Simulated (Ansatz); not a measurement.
**UMP2/6-311+G(d,p) run of C2H6B (SMILES [CH2]BC)**

What is the vertical electron affinity of C2H6B at UMP2/6-311+G**? 

The calculation is run with Ansatz 0.2.0.

45 further runs of the same task are left out: 45 set aside as unsound or not needed.

## Step 1: The system as given

C2H6B has 9 atoms, charge 0, and is taken as a doublet. As SMILES, `[CH2]BC`. Geometry: relaxed at PBE0-D4/def2-TZVP. This is one conformer, not always the lowest.

Bond lengths: C1–B2 1.531 Å, B2–C3 1.561 Å, C1–H4 1.088 Å, C1–H5 1.087 Å, B2–H6 1.202 Å, C3–H7 1.092 Å, C3–H8 1.097 Å, C3–H9 1.097 Å. Some angles: C1–B2–C3 122.9°, C1–B2–H6 118.3°, C3–B2–H6 118.8°, B2–C1–H4 122.7°, B2–C1–H5 123.3°, B2–C3–H7 115.2°, B2–C3–H8 109.8°, B2–C3–H9 110.0°, H4–C1–H5 113.9°, H7–C3–H8 108.4°.

## Step 2: A single-point energy at UMP2/6-311+G(d,p)

Contents of run.yaml:

```yaml
basis:
  gaussian: {orbitals: 6-311+G_st__st_.json}
crystal:
  periodic: [false, false, false]
  atoms:
    - {symbol: C, position_ang: [-0.840100, 0.743300, -1.023500]}
    - {symbol: B, position_ang: [0.191800, 0.540800, 0.089100]}
    - {symbol: C, position_ang: [0.525000, -0.860100, 0.691800]}
    - {symbol: H, position_ang: [-1.406600, -0.078400, -1.457800]}
    - {symbol: H, position_ang: [-1.074500, 1.714900, -1.450600]}
    - {symbol: H, position_ang: [0.769100, 1.506600, 0.513000]}
    - {symbol: H, position_ang: [-0.036500, -1.695300, 0.267500]}
    - {symbol: H, position_ang: [1.596100, -1.069200, 0.576400]}
    - {symbol: H, position_ang: [0.364200, -0.849200, 1.777100]}
accuracy: high
correlation: {method: mp2, frozen_orbitals: {B: 1, C: 1, H: 0}}
magnetization: {spin_polarized: true, initial_magnetization: 1}
total_charge: 0
```

The basis set 6-311+G** is read from a file made from the Basis Set Exchange's data (not shown).

On the command line:

```
$ ansatz run run.yaml --threads 1 --pin off --max-ram 3480MiB --events-out events.jsonl --progress --plain --runs-dir runs
```

The program printed:

```text
Warning: RAYON_NUM_THREADS=1 ignored (pool sized by the plan → 1); use --threads N
Functional definition: HF
  name "HF"
  exchange = exact_x
  correlation = 0
2069 factors; integrals over basis functions are off by at most 3.6e-9 eV
mean field evaluation 1: about -2824.5034 eV, gradient 2.2e1 eV
mean field evaluation 2: about -2824.5041 eV, gradient 2.2e1 eV
mean field evaluation 4: about -2827.2864 eV, gradient 2.0e0 eV
mean field evaluation 8: about -2827.3320 eV, gradient 2.6e-3 eV
mean field -2827.33196463 eV, -103.9025332658 hartree, gradient 1.9e-8 eV, S^2 0.757546; 0 other end points of the search recorded, 0 dependent functions left out
3 core orbitals not correlated: weight in the atoms' cores, before any rotation towards them, 1.000 or more for the frozen orbitals, at most 0.000 for the correlated occupied ones
reference -2827.33196463 eV, -103.9025332658 hartree; 9, 8 occupied and 90, 91 virtual orbitals, 2069 factors
second order -9.93376118 eV of doubles, -0.00000000 eV of singles
Total energy: -2837.26572581 eV, -104.2675922558 hartree
```

Run time: 3.3 s. Hardware: 1 thread of Arm Neoverse V2, shared host; peak memory 0.29 GiB.

## Step 3: The singlet anion, same level

Contents of input.yaml:

```yaml
crystal:
  periodic: [false, false, false]
  atoms:
    - symbol: C
      position_ang: [-0.840100, 0.743300, -1.023500]
    - symbol: B
      position_ang: [0.191800, 0.540800, 0.089100]
    - symbol: C
      position_ang: [0.525000, -0.860100, 0.691800]
    - symbol: H
      position_ang: [-1.406600, -0.078400, -1.457800]
    - symbol: H
      position_ang: [-1.074500, 1.714900, -1.450600]
    - symbol: H
      position_ang: [0.769100, 1.506600, 0.513000]
    - symbol: H
      position_ang: [-0.036500, -1.695300, 0.267500]
    - symbol: H
      position_ang: [1.596100, -1.069200, 0.576400]
    - symbol: H
      position_ang: [0.364200, -0.849200, 1.777100]
basis:
  gaussian:
    orbitals: 6-311+G_st__st_.json
total_charge: -1
correlation:
  method: mp2
  frozen_orbitals: {B: 1, C: 1, H: 0}
accuracy: high
```

The basis set 6-311+G** is read from a file made from the Basis Set Exchange's data (not shown).

On the command line:

```
$ ansatz run input.yaml --threads 1 --pin off --max-ram 3480MiB --events-out events.jsonl --progress --plain --runs-dir runs
```

The program printed:

```text
Warning: RAYON_NUM_THREADS=1 ignored (pool sized by the plan → 1); use --threads N
[... 4 set-up lines as earlier in the session ...]
2069 factors; integrals over basis functions are off by at most 3.6e-9 eV
mean field evaluation 1: about -2824.8390 eV, gradient 2.7e1 eV
mean field evaluation 2: about -2824.8392 eV, gradient 2.7e1 eV
mean field evaluation 4: about -2827.2282 eV, gradient 3.5e0 eV
mean field evaluation 8: about -2827.2826 eV, gradient 1.3e-3 eV
mean field -2827.28258822 eV, -103.9007187162 hartree, gradient 1.1e-8 eV, S^2 0.000000; 0 other end points of the search recorded, 0 dependent functions left out
3 core orbitals not correlated: weight in the atoms' cores, before any rotation towards them, 1.000 or more for the frozen orbitals, at most 0.000 for the correlated occupied ones
reference -2827.28258822 eV, -103.9007187162 hartree; 9, 9 occupied and 90, 90 virtual orbitals, 2069 factors
second order -11.40608520 eV of doubles, -0.00000000 eV of singles
Total energy: -2838.68867342 eV, -104.3198846159 hartree
```

Run time: 2.5 s. Hardware: 1 thread of Arm Neoverse V2, shared host; peak memory 0.24 GiB.

## Step 4: Results

At UMP2/6-311+G**, 3 core orbitals frozen:

| quantity | value |
| --- | --- |
| doublet C2H6B: total energy | -104.26759 Eh |
| doublet C2H6B: correlation energy (3 core orbitals frozen) | -365.1 mEh |
| doublet C2H6B: ⟨S²⟩ of the reference determinant | 0.758 |
| singlet anion: total energy | -104.31988 Eh |
| singlet anion: correlation energy (3 core orbitals frozen) | -419.2 mEh |
| vertical electron affinity (to the singlet anion) | 1.423 eV |

What this shows: At fixed nuclei the extra electron is bound by 1.42 eV (33 kcal/mol).
